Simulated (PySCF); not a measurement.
# OF: the SCF solver's settings

The same problem is solved with other solver options, one edit a run.

Method: each script names its method and basis; program: PySCF 2.14.0.

## (1) The system as given

OF: 2 atoms, charge 0, spin multiplicity 2.

Bond lengths: O1–F2 1.276 Å.

## (2) The base run

Contents of input.py:

```python
from pyscf import gto, scf, cc

mol = gto.M(
    atom='O 0 0 0; F 0 0 1.276',
    basis='cc-pvtz',
    charge=0,
    spin=1,
    verbose=4,
)
mf = scf.UHF(mol)
mf.kernel()
mycc = cc.CCSD(mf, frozen=2)
mycc.kernel()
e = mycc.ipccsd(nroots=5)[0]
print('roots (eV) =', (e*27.211386).round(3))
mf.dip_moment()
print('orbital energies (hartree):', [e[max(0, n-3):n+3].round(4) for e, n in zip(mf.mo_energy, mol.nelec)])
```

Started as:

```console
$ python input.py
```

Its log is not repeated here.

It gives: E(SCF) = -174.192277 Eh, 13 cycles, E(CCSD) − E(SCF) = -0.45756 Eh, ⟨S²⟩ = 0.759, μ = 0.20 D, ionisation roots 12.409, 13.070, 14.338, 18.219, 18.364 eV.

The bond length is a typed value, not an optimised one.

## (3) Smearing width 0.2 hartree

Edit 1 changes smearing width: none → 0.2 hartree; step after the SCF: eomip → none.

Contents of input.py:

```python
from pyscf import gto, scf

mol = gto.M(
    atom='O 0 0 0; F 0 0 1.276',
    basis='cc-pvtz',
    charge=0,
    spin=1,
    verbose=4,
)
mf = scf.UHF(mol)
mf = scf.addons.smearing_(mf, sigma=0.2, method='fermi')
mf.kernel()
mf.dip_moment()
print('orbital energies (hartree):', [e[max(0, n-3):n+3].round(4) for e, n in zip(mf.mo_energy, mol.nelec)])
```

Started as:

```console
$ python input.py
```

## (4) Damping 0.8

Edit 2 changes damping: none → 0.8.

input.py, as its differences from that of step 2:

```diff
@@ -10,2 +10,4 @@
 mf = scf.UHF(mol)
+mf.damp = 0.8
+mf.diis_start_cycle = 8
 mf.kernel()
```

## (5) DIIS space off

Edit 3 changes DIIS space: default → off.

input.py, as its differences from that of step 2:

```diff
@@ -10,2 +10,3 @@
 mf = scf.UHF(mol)
+mf.diis = False
 mf.kernel()
```

What does the calculation give? Wanted: for each run, E(SCF); from base; gap, α spin; SCF dipole; after the SCF.

**Answer**, as computed:

| run | E(SCF) (hartree) | from base (eV) | cycles | gap, α spin (eV) | SCF dipole (D) | after the SCF |
| --- | --- | --- | --- | --- | --- | --- |
| base | -174.192277 | 0 | 13 | 22.64 | 0.20 | CCSD correlation -12.451 eV, core frozen, first root 12.41 eV |
| smearing width 0.2 hartree (poor choice) | -173.555020 | not comparable | 14 | n/a | 0.63 | n/a |
| damping 0.8 | -174.192277 | 0.0000 | 18 | 22.64 | 0.20 | CCSD correlation -12.451 eV, core frozen, first root 12.41 eV |
| DIIS space off | -174.192277 | 0.0000 | 34 | 22.64 | 0.20 | CCSD correlation -12.451 eV, core frozen, first root 12.41 eV |

Distance from each run's final energy (log10 hartree) by cycle:

| run | cycle 1 | cycle 2 | cycle 3 | cycle 5 | cycle 8 | cycle 12 |
| --- | --- | --- | --- | --- | --- | --- |
| base | -1.3 | -2.0 | -2.4 | -3.5 | -5.0 | -9.9 |
| smearing width 0.2 hartree (poor choice) | -0.7 | -1.4 | -1.5 | -2.6 | -4.9 | -8.0 |
| damping 0.8 | -1.3 | -1.5 | -1.6 | -1.9 | -2.6 | -4.6 |
| DIIS space off | -1.3 | -2.0 | -2.5 | -3.2 | -4.1 | -5.1 |

In words: With damping 0.8 or DIIS space off the SCF ends at the base energy. The base needs 13 cycles and the run with DIIS space off needs 34. Rows marked «poor choice» come from settings spoiled on purpose.
